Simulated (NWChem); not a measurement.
Everything below was run with NWChem. System: dimethylamine (C2H7N), charge 0, spin multiplicity 1, at a geometry optimised with PBE0/def2-SVP. Level: evGW@PBE/def2-TZVP, RI basis def2-tzvp-rifit, 6 cycles.

Input file:

```
start mol
memory heap 200 mb stack 700 mb global 1700 mb
geometry units angstroms nocenter noautoz
  C      0.018377     0.216735    -1.207262
  N     -0.140010    -0.551445     0.000000
  C      0.018377     0.216735     1.207262
  H      0.986118     0.762439    -1.288612
  H     -0.781513     0.973295    -1.278620
  H     -0.075380    -0.436074    -2.088621
  H      0.501100    -1.340025     0.000000
  H      0.986118     0.762439     1.288612
  H     -0.075380    -0.436074     2.088621
  H     -0.781513     0.973295     1.278620
  symmetry group Cs
end
basis spherical
  * library def2-tzvp
end
basis "ri basis" bse spherical
  * library def2-tzvp-rifit
end
dft
  xc xpbe96 cpbe96
  iterations 100
  direct
  tolerances tight
end
task dft energy
gw
  evgw 6
  states alpha occ -1 vir -1
end
task dft gw
```

Output (cleaned and shortened):

```
             Northwest Computational Chemistry Package (NWChem) 7.3.0
             --------------------------------------------------------

                                NWChem Input Module
                                -------------------

 Scaling coordinates for geometry "geometry" by  1.889725989
 (inverse scale =  0.529177249)

 Turning off AUTOSYM since
 SYMMETRY directive was detected!

                             Geometry "geometry" -> ""
                             -------------------------

 Output coordinates in angstroms (scale by  1.889725989 to convert to a.u.)

  No.       Tag          Charge          X              Y              Z
 ---- ---------------- ---------- -------------- -------------- --------------
    1 C                    6.0000     0.01837700     0.21673500    -1.20726200
    2 N                    7.0000    -0.14001000    -0.55144500     0.00000000
    3 C                    6.0000     0.01837700     0.21673500     1.20726200
    4 H                    1.0000     0.98611800     0.76243900    -1.28861200
    5 H                    1.0000    -0.78151300     0.97329500    -1.27862000
    6 H                    1.0000    -0.07538000    -0.43607400    -2.08862100
    7 H                    1.0000     0.50110000    -1.34002500     0.00000000
    8 H                    1.0000     0.98611800     0.76243900     1.28861200
    9 H                    1.0000    -0.07538000    -0.43607400     2.08862100
   10 H                    1.0000    -0.78151300     0.97329500     1.27862000

 Effective nuclear repulsion energy (a.u.)      84.2929050501

            Nuclear Dipole moment (a.u.)
            ----------------------------
        X                 Y               Z
 ---------------- ---------------- ----------------
     0.0000075589    -0.0000000000     0.0000000000

      Symmetry information
      --------------------

 Group name             Cs
 Group number              2
 Group order               2
 No. of unique centers     6

      Symmetry unique atoms

     1    2    4    5    6    7


 Summary of "ao basis" -> "" (spherical)
 ------------------------------------------------------------------------------
       Tag                 Description            Shells   Functions and Types
 ---------------- ------------------------------  ------  ---------------------
 *                         def2-tzvp                  on all atoms

 new library libraries.bse/

 Summary of "ri basis" -> "" (spherical)
 ------------------------------------------------------------------------------
       Tag                 Description            Shells   Functions and Types
 ---------------- ------------------------------  ------  ---------------------
 *                      def2-tzvp-rifit               on all atoms

  pbe96 is a nonlocal functional; adding pw91lda local functional.

                                 NWChem DFT Module
                                 -----------------

 Summary of "ao basis" -> "ao basis" (spherical)
 ------------------------------------------------------------------------------
       Tag                 Description            Shells   Functions and Types
 ---------------- ------------------------------  ------  ---------------------
 C                         def2-tzvp                11       31   5s3p2d1f
 N                         def2-tzvp                11       31   5s3p2d1f
 H                         def2-tzvp                 4        6   3s1p

 Summary of "ao basis" -> "ao basis" (spherical)
 ------------------------------------------------------------------------------
       Tag                 Description            Shells   Functions and Types
 ---------------- ------------------------------  ------  ---------------------
 C                         def2-tzvp                11       31   5s3p2d1f
 N                         def2-tzvp                11       31   5s3p2d1f
 H                         def2-tzvp                 4        6   3s1p

      Symmetry analysis of basis
      --------------------------

        a'         75
        a"         60

            General Information
            -------------------
          SCF calculation type: DFT
          Wavefunction type:  closed shell.
          No. of atoms     :    10
          No. of electrons :    26
           Alpha electrons :    13
            Beta electrons :    13
          Charge           :     0
          Spin multiplicity:     1
          Use of symmetry is: on ; symmetry adaption is: on
          Maximum number of iterations: 100
          This is a Direct SCF calculation.
          AO basis - number of functions:   135
                     number of shells:    61
          Convergence on energy requested:  1.00D-06
          Convergence on density requested:  1.00D-05
          Convergence on gradient requested:  5.00D-04

              XC Information
              --------------
          PerdewBurkeErnzerhof Exchange Functional  1.000
            Perdew 1991 LDA Correlation Functional  1.000 local
           PerdewBurkeErnz. Correlation Functional  1.000 non-local

             Grid Information
             ----------------
          Grid used for XC integration:  medium
          Radial quadrature: Mura-Knowles
          Angular quadrature: Lebedev.
          Tag              B.-S. Rad. Rad. Pts. Rad. Cut. Ang. Pts.
          ---              ---------- --------- --------- ---------
          C                   0.70       49          10.0       434
          N                   0.65       49           8.0       434
          H                   0.35       45          11.0       434
[...]
@GW        53         40.177           0.000
@GW        54         40.529           0.000
@GW        55         42.238           0.000
@GW        56         43.009           0.000
@GW        57         43.203           0.000
@GW        58         45.625           0.000
@GW        59         46.085           0.000
@GW        60         46.251           0.000
@GW        61         46.772           0.000
@GW        62         46.745           0.000
@GW        63         47.034           0.000
@GW        64         47.285           0.000
@GW        65         51.219           0.000
@GW        66         51.555           0.000
@GW        67         53.809           0.000
@GW        68         55.039           0.000
@GW        69         57.492           0.000
@GW        70         57.494           0.000
@GW        71         58.398           0.000
@GW        72         59.021           0.000
@GW        73         60.183           0.000
@GW        74         60.668           0.000
@GW        75         61.682           0.000
@GW        76         63.481           0.000
@GW        77         65.130           0.000
@GW        78         66.722           0.000
@GW        79         67.878           0.000
@GW        80         68.381           0.000
@GW        81         69.735           0.000
@GW        82         71.192           0.000
@GW        83         71.453           0.000
@GW        84         72.804           0.000
@GW        85         72.628           0.000
@GW        86         73.956           0.000
@GW        87         75.584           0.000
@GW        88         76.031           0.000
@GW        89         78.336           0.000
@GW        90         78.693           0.000
@GW        91         79.796           0.000
@GW        92         82.295           0.000
@GW        93         83.268           0.000
@GW        94         87.383           0.000
@GW        95         88.328           0.000
@GW        96         88.944           0.000
@GW        97         89.589           0.000
@GW        98         90.128           0.000
@GW        99         90.237           0.000
@GW       100         91.140           0.000
@GW       101         94.874           0.000
@GW       102         96.300           0.000
@GW       103         96.472           0.000
@GW       104         97.957           0.000
@GW       105         97.818           0.000
@GW       106        100.118           0.000
@GW       107        101.026           0.000
@GW       108        102.444           0.000
@GW       109        103.524           0.000
@GW       110        104.534           0.000
@GW       111        106.441           0.000
@GW       112        107.824           0.000
@GW       113        115.123           0.000
@GW       114        116.740           0.000
@GW       115        120.160           0.000
@GW       116        119.966           0.000
@GW       117        121.235           0.000
@GW       118        123.217           0.000
@GW       119        125.589           0.000
@GW       120        126.750           0.000
@GW       121        132.405           0.000
@GW       122        138.283           0.000
@GW       123        139.820           0.000
@GW       124        142.343           0.000
@GW       125        145.588           0.000
@GW       126        146.835           0.000
@GW       127        149.745           0.000
@GW       128        152.074           0.000
@GW       129        154.565           0.000
@GW       130        157.843           0.000
@GW       131        158.085           0.000
@GW       132        167.119           0.000
@GW       133        627.740           0.000
@GW       134        628.883           0.000
@GW       135        897.865           0.000

  *** G5W5

          Computing RPA polarizability
          Solving quasiparticle equations

                  Alpha Orbitals
          State     Energy (eV)     Error (eV)
          -----------------------------------
@GW         1       -406.342           0.000
@GW         2       -292.535           0.000
@GW         3       -292.535           0.000
@GW         4        -28.326           0.000
@GW         5        -23.009           0.000
@GW         6        -20.950           0.000
@GW         7        -16.915           0.000
@GW         8        -15.243           0.000
@GW         9        -15.518           0.000
@GW        10        -13.861           0.000
@GW        11        -13.252           0.000
@GW        12        -13.160           0.000
@GW        13         -9.029           0.000
@GW        14          3.179           0.000
@GW        15          4.190           0.000
@GW        16          4.476           0.000
@GW        17          5.216           0.000
@GW        18          5.518           0.000
@GW        19          6.069           0.000
@GW        20          6.413           0.000
@GW        21          6.596           0.000
@GW        22          7.625           0.000
@GW        23          8.472           0.000
@GW        24          8.584           0.000
@GW        25          9.089           0.000
@GW        26         11.134           0.000
@GW        27         11.737           0.000
@GW        28         11.650           0.000
@GW        29         12.935           0.000
@GW        30         12.863           0.000
@GW        31         14.755           0.000
@GW        32         14.674           0.000
@GW        33         15.695           0.000
@GW        34         15.550           0.000
@GW        35         15.887           0.000
@GW        36         15.905           0.000
@GW        37         17.020           0.000
@GW        38         17.377           0.000
@GW        39         17.533           0.000
@GW        40         19.209           0.000
@GW        41         19.368           0.000
@GW        42         22.605           0.000
@GW        43         23.143           0.000
@GW        44         25.301           0.000
@GW        45         27.371           0.000
@GW        46         27.473           0.000
@GW        47         29.172           0.000
@GW        48         30.639           0.000
@GW        49         30.988           0.000
@GW        50         31.795           0.000
@GW        51         33.066           0.000
@GW        52         38.684           0.000
@GW        53         40.177           0.000
@GW        54         40.528           0.000
@GW        55         42.240           0.000
@GW        56         43.010           0.000
@GW        57         43.202           0.000
@GW        58         45.619           0.000
@GW        59         46.084           0.000
@GW        60         46.251           0.000
@GW        61         46.773           0.000
@GW        62         46.742           0.000
@GW        63         47.034           0.000
@GW        64         47.286           0.000
@GW        65         51.221           0.000
@GW        66         51.558           0.000
@GW        67         53.809           0.000
@GW        68         55.038           0.000
@GW        69         57.492           0.000
@GW        70         57.497           0.000
@GW        71         58.400           0.000
@GW        72         59.010           0.000
@GW        73         60.184           0.000
@GW        74         60.668           0.000
@GW        75         61.685           0.000
@GW        76         63.482           0.000
@GW        77         65.131           0.000
@GW        78         66.723           0.000
@GW        79         67.877           0.000
@GW        80         68.394           0.000
@GW        81         69.736           0.000
@GW        82         71.193           0.000
@GW        83         71.456           0.000
@GW        84         72.807           0.000
@GW        85         72.618           0.000
@GW        86         73.957           0.000
@GW        87         75.585           0.000
@GW        88         76.033           0.000
@GW        89         78.333           0.000
@GW        90         78.692           0.000
@GW        91         79.796           0.000
@GW        92         82.314           0.000
@GW        93         83.080           0.000
@GW        94         87.382           0.000
@GW        95         88.322           0.000
@GW        96         88.964           0.000
@GW        97         89.598           0.000
@GW        98         90.122           0.000
@GW        99         90.246           0.000
@GW       100         91.143           0.000
@GW       101         94.872           0.000
@GW       102         96.301           0.000
@GW       103         96.509           0.000
@GW       104         97.959           0.000
@GW       105         97.845           0.000
@GW       106        100.117           0.000
@GW       107        101.045           0.000
@GW       108        102.439           0.000
@GW       109        103.534           0.000
@GW       110        104.543           0.000
@GW       111        106.470           0.000
@GW       112        107.837           0.000
@GW       113        115.125           0.000
@GW       114        116.721           0.000
@GW       115        120.166           0.000
@GW       116        120.013           0.000
@GW       117        121.250           0.000
@GW       118        123.222           0.000
@GW       119        125.594           0.000
@GW       120        126.735           0.000
@GW       121        132.400           0.000
@GW       122        138.320           0.000
@GW       123        139.869           0.000
@GW       124        142.323           0.000
@GW       125        145.596           0.000
@GW       126        146.850           0.000
@GW       127        149.688           0.000
@GW       128        152.079           0.000
@GW       129        154.537           0.000
@GW       130        157.806           0.000
@GW       131        158.083           0.000
@GW       132        167.121           0.000
@GW       133        627.754           0.000
@GW       134        628.896           0.000
@GW       135        897.898           0.000

     GW Timing Statistics
   ------------------------
   Init.   :          0.1s
     ERIs  :          3.2s
     Distr.:          0.2s
     Vxc   :          0.8s
   Sigma_x :          0.0s
   RPA     :          7.3s
   Wmn     :          7.0s
   Sigma_c :          5.1s
   GW total:         23.8s

 Task  times  cpu:       23.8s     wall:       23.8s

 Total times  cpu:       51.8s     wall:       51.8s
```
